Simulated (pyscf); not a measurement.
PySCF, gas phase, ωB97X-D3(BJ)/def2-SVP geometries.

Task: •H₂C–SnH₃ + H₂ -> H₃C–SnH₃ + H•
Surface: doublet. Broken: H–H. Formed: C–H. Give ΔE‡ and ΔE from ωB97M-D3(BJ)/def2-TZVP, relative to the separated reactants.

Result: ΔE‡ = 10.5 kcal/mol, ΔE = -1.8 kcal/mol. Zero-point energy shifts the barrier by +1.1 kcal/mol. It is a hydrogen abstraction, with an imaginary mode of 1366i cm⁻¹. This saddle turned up in a search for another step; its sides and bond changes are read from the two ends of the descent. •H₂C–SnH₃ lies 30.6 kcal/mol over its isomer H₃C–SnH₂• (electronic energy, ωB97M-D3(BJ)/def2-TZVP). This is the saddle that the search found; another between the same sides may lie lower. The angle at the transferred H is 176°. Elements past Kr carry the def2 core potentials, without spin-orbit coupling.
